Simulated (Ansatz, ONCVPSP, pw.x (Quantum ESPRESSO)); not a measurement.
**thallium (Tl) (bcc): variants of one ONCV potential in the solid**

thallium (Tl), optimised norm-conserving Vanderbilt (ONCV), made with ONCVPSP 4.0.1.1 (patched build) (LDA (Perdew-Wang 92), scalar-relativistic). Core [Xe] 4f14, reference 5d10 6s2 6p1. Waves: 6s: rc 1.65 bohr, ncon 3, nbas 7, qcut 3.5 1/bohr, 2 projectors, debl 3.8 Ha; 6p: rc 2.90 bohr, ncon 4, nbas 7, qcut 2.8 1/bohr, 1 projector; 5d: rc 2.05 bohr, ncon 4, nbas 7, qcut 7.7 1/bohr, 2 projectors, debl 3 Ha. Local part: polynomial inside 1.45 bohr (lpopt 1, dvloc0 2 Ha). Core correction: polynomial model core, fcfact 0.3.

Crystal test: bcc Tl in pw.x 7.5, no spin, 12³ k-points, Fermi–Dirac smearing 0.01 Ry, cutoffs set for each file from its atomic test. The reference is all-electron LAPW (Ansatz 0.2.0) with the same functional, mesh and smearing; V0 and B0 come from Birch–Murnaghan fits to the pressures at five volumes. Errors are pseudo minus all-electron; Δ is the rms difference of the E(V) curves that follow from these fits, minima aligned, over ±6 % about the mean V0. Mesh and smearing are coarse, so the numbers serve the comparison and aren't converged zero-temperature values; the lattice is a test structure that the element need not adopt.

All-electron: a0 = 3.795 Å (V0 = 27.32 Å³/atom), B0 = 42.4 GPa.

Base: The generator flags a localised state at positive energy (p at 10 eV). Atomic configuration tests: 1 of 4 tests not solved or not reliable.

2 further variants are left out: they gave no file fit for a test, a broken result, the same result as the base, or pressures whose basis-set error rivals the error shown.

A dash in a converged row means that the minimum lies outside the volumes sampled.

| change | cutoffs (Ry) | pw.x | a0 (Å) | a0 error (%) | B0 error (%) | Δ (meV/atom) | mean pressure error (GPa) |
| --- | --- | --- | --- | --- | --- | --- | --- |
| base | 140/560 | converged | 3.776 | -0.50 | +3.2 | 3.8 | -0.62 |
| local potential polynomial inside 1.45 bohr (lpopt 1, dvloc0 7 Ha) | 140/560 | converged | 3.781 | -0.36 | +2.4 | 2.8 | -0.45 |
| core correction none | 140/560 | converged | 3.775 | -0.53 | +3.1 | 4.1 | -0.66 |
| local potential polynomial inside 1.50 bohr (lpopt 5, dvloc0 -1 Ha) | 140/560 | converged; bound ghost | – | – | – | – | -48.26 |
